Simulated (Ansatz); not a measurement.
`C=CCSC=C` and `C=CCOC=C` differ in one element.

Ansatz, PBE0-D4/def2-TZVP geometries, multiplicity 1. Each molecule was computed in one conformer, which needn't be the lowest.

| property | `C=CCSC=C` |
| --- | --- |
| HOMO energy (B3LYP/def2-TZVPP) / eV | -6.00 |
| LUMO energy (ωB97M-V/def2-TZVPP) / eV | 1.79 |
| HOMO energy (PBE/def2-TZVPP) / eV | -5.15 |
| HOMO energy (PBE0/def2-TZVPP) / eV | -6.21 |
| size of the dipole moment (PBE/def2-TZVPP) / D | 1.39 |
| size of the dipole moment (B3LYP/def2-TZVPP) / D | 1.40 |

(1) What does the change do to each property? (Estimate.)

## Answers

(1) The calculation gave: 
```tsv
property	`C=CCOC=C`	shift
HOMO energy (B3LYP/def2-TZVPP) / eV	-6.55	-0.55
LUMO energy (ωB97M-V/def2-TZVPP) / eV	2.11	0.32
HOMO energy (PBE/def2-TZVPP) / eV	-5.56	-0.41
HOMO energy (PBE0/def2-TZVPP) / eV	-6.76	-0.55
size of the dipole moment (PBE/def2-TZVPP) / D	0.84	-0.55
size of the dipole moment (B3LYP/def2-TZVPP) / D	0.85	-0.55
```

With PBE0 the HOMO falls by 0.55 eV and the LUMO rises by 0.24 eV, so the gap widens by about 0.79 eV. PBE moves the HOMO by -0.41 eV and ωB97M-V by -0.70 eV. Dipoles are sizes alone; their direction can turn.

B3LYP here is the variant with VWN-RPA as its local correlation; programs differ in this.
